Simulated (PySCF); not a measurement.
A species of formula C5H10S has this rotational fingerprint, computed with PySCF, PBE0-D3(BJ)/def2-SVP geometry optimisation, gas phase:

```
Rotational constants : A = 5387, B = 1643, C = 1412 MHz
Dipole components    : |μa| = 1.00 D, |μb| = 0.35 D, |μc| = 1.02 D
Inertial defect      : -43.50 u·Å²
κ                    : -0.88
```

Task: Which candidate fits, each taken in the one conformer that was computed?
A. `[CH3:1][CH2:2][C@@H:3]1[CH2:4][C@@H:5]1[SH:6]` with C1–C2–C3–C4 -83°, C4–C5–S6–H -146°
B. `[CH3:1][S:2][CH:3]1[CH2:4][CH2:5][CH2:6]1` with C1–S2–C3–C4 -72°, S2–C3–C4–C5 -137°, C3–C4–C5–C6 18°, C4–C5–C6–C3 -19°, S2–C3–C6–C5 142°
C. `[CH2:1]=[CH:2][S:3][CH2:4][CH2:5][CH3:6]` with C1–C2–S3–C4 3°, C2–S3–C4–C5 78°, S3–C4–C5–C6 65°

Result: A. It is CC[C@@H]1C[C@@H]1S, an asymmetric top, point group C1. The candidates at the same level (rigid rotor, commonest isotopes):

```
            SMILES  A (MHz)  B (MHz)  C (MHz)  μa (D)  μb (D)  μc (D)  Δ (u·Å²)  point group                        rotor
          CSC1CCC1     6590     1772     1520    0.49    1.30    0.67    -29.43           C1  near-prolate asymmetric top
CC[C@@H]1C[C@@H]1S     5387     1643     1412    1.00    0.35    1.02    -43.50           C1               asymmetric top
           C=CSCCC     4450     1814     1541    0.56    0.94    0.47    -64.28           C1               asymmetric top
```

`CSC1CCC1` has A 22 % too high; `C=CSCCC` has A 17 % too low. No structure here is proved a minimum.
